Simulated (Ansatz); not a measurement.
# C3H5NO: rigid torsion scan, by script

A script is to give a rigid torsion scan; the system is C3H5NO.

Program: the Python package of Ansatz 0.2.0. Level of theory: r2SCAN/cc-pVDZ. These are calculated values, not measurements.

### 1 The system

Bond lengths: O1–C2 1.261 Å, C2–N3 1.289 Å, N3–C4 1.562 Å, C2–C5 1.481 Å, C4–C5 1.497 Å, O1–H6 1.019 Å, C4–H7 1.056 Å, C4–H8 1.101 Å, C5–H9 1.146 Å, C5–H10 1.093 Å. Angles (14 of 17 angles, heavy atoms first): O1–C2–N3 130.2°, O1–C2–C5 130.9°, N3–C2–C5 98.9°, C2–N3–C4 89.0°, N3–C4–C5 87.1°, C2–C5–C4 84.8°, C2–O1–H6 110.2°, N3–C4–H7 113.9°, N3–C4–H8 108.1°, C5–C4–H7 119.6°, C5–C4–H8 114.6°, C2–C5–H9 113.5°, C2–C5–H10 115.4°, C4–C5–H9 118.6°.

The script holds or builds the structure itself.

### 2 The script

torsion_c3h5no.py

```python
"""Energy of C3H5NO as one group turns about a bond."""

import warnings

import ansatz as az
from ase import Atoms

warnings.simplefilter("ignore", az.DeckWarning)

atoms = Atoms(["O", "C", "N", "C", "C", "H", "H", "H", "H", "H"], positions=[
    [-1.0354, 1.7866, -0.1139],
    [-0.4999, 0.6465, -0.1619],
    [-0.7232, -0.3447, -0.9554],
    [0.4324, -1.1304, -0.2569],
    [0.5816, 0.0487, 0.6541],
    [-1.7482, 1.8719, -0.8366],
    [1.2234, -1.3922, -0.9049],
    [0.0007, -2.0249, 0.2177],
    [0.3062, -0.0739, 1.7593],
    [1.5454, 0.5613, 0.6015],
])

# start the scan from a relaxed geometry
first = (
    az.Crystal.molecule_from_ase(atoms).calculation()
    .basis(gaussian="cc-pVDZ")
    .functional("r2scan")
    .relax(force_tolerance=0.02, max_steps=80)
)
atoms.positions = first.run(threads=1, backend="cpu").report["positions_ang"]

start = atoms.get_dihedral(2, 1, 0, 5)
energies = {}
for turn in range(0, 360, 30):
    turned = atoms.copy()
    turned.set_dihedral(2, 1, 0, 5, start + turn, indices=[0, 5])
    base = az.Crystal.molecule_from_ase(turned).calculation()
    base = base.basis(gaussian="cc-pVDZ")
    base = base.functional("r2scan")
    energies[round((start + turn) % 360)] = base.run(threads=1, backend="cpu").report["free_energy_ev"]
floor = min(energies.values())
print("dihedral N2-C1-O0-H5 (deg)   E - E(min) (kJ/mol)")
for angle, e in sorted(energies.items()):
    print(f"{angle:8d} {96.485332 * (e - floor):14.3f}  " + "#" * int(30 * (e - floor) / max(max(energies.values()) - floor, 1e-9)))
```

### 3 What the engine is handed

The package turns the script's settings into the engine's input (first run):

```yaml
crystal:
  periodic: [false, false, false]
  atoms:
    - { symbol: O, position_ang: [-1.0354, 1.7866, -0.1139] }
    - { symbol: C, position_ang: [-0.4999, 0.6465, -0.1619] }
    - { symbol: "N", position_ang: [-0.7232, -0.3447, -0.9554] }
    - { symbol: C, position_ang: [0.4324, -1.1304, -0.2569] }
    - { symbol: C, position_ang: [0.5816, 0.0487, 0.6541] }
    - { symbol: H, position_ang: [-1.7482, 1.8719, -0.8366] }
    - { symbol: H, position_ang: [1.2234, -1.3922, -0.9049] }
    - { symbol: H, position_ang: [0.0007, -2.0249, 0.2177] }
    - { symbol: H, position_ang: [0.3062, -0.0739, 1.7593] }
    - { symbol: H, position_ang: [1.5454, 0.5613, 0.6015] }
basis:
  gaussian:
    orbitals: cc-pVDZ
hamiltonian:
  xc: r2scan
relax:
  f_tol: 0.02
  max_steps: 80
```

### 4 Running it

The run is started by

```sh
python torsion_c3h5no.py
```

Without the output at hand: what should come out? Wanted: range of energy; lowest point, turn.

The runs gave:

```
              quantity     value
         runs compared        12
       range of energy  0.431 eV
lowest point, turn (°)         0
```

In words: The lowest point lies at a turn of 0°, the highest 0.431 eV (41.6 kJ/mol) above it at 90°. The grid can miss the true lowest and highest points, and the rest of the molecule is held rigid. Run 0: After 6 moves the largest shift is 0.065 Å, of atom 4 (C). The scan is rigid and the energies are electronic, in a modest basis. With rigid groups the curve can differ much from the relaxed path, the start wasn't checked as a minimum of this torsion, and equivalent turns needn't return to the same energy.
